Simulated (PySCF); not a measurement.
# HNOS (Thionylimide): the cost of one run

Programs: PySCF 2.14.0, with density-fitted response routines of our own. Each step states its level of theory. These are calculated values for one molecule, in the gas phase or a continuum, unless marked as measured. Atoms are numbered from 0 throughout.

## Step 1: Starting geometry

4 atoms, charge 0, multiplicity 1; geometry from: GFN2-xTB. The atoms were then displaced at random by about 0.01 Å, so the start is not that level's minimum.

Bonds of the start (Å): N0–S1 1.49, S1–O2 1.46, N0–H3 1.01.

## Step 2: Optimising the geometry at PBE0-D3(BJ)/def2-TZVP

What the job is given:

```
{"job": {"xc": "PBE0", "basis": "def2-TZVP", "d3": "d3bj", "grid": 2, "shake": 0.01, "kind": "geom"}, "charge": 0, "multiplicity": 1}
N     -0.323620     0.282310    -1.246060
S     -0.204380    -1.041670    -0.578850
O     -1.363680    -1.928000    -0.636430
H     -1.152340     0.608090    -1.726030
```

The run is started by

```sh
> OMP_NUM_THREADS=1 python probes_run.py task.json out
```

This one command runs all jobs of the session in turn.

**Question.** How long does this first job take on 1 thread of Intel Xeon Platinum 8375C at 2.90GHz, shared host, and how much memory does it need?

About 17 s, with a peak of 0.41 GiB.
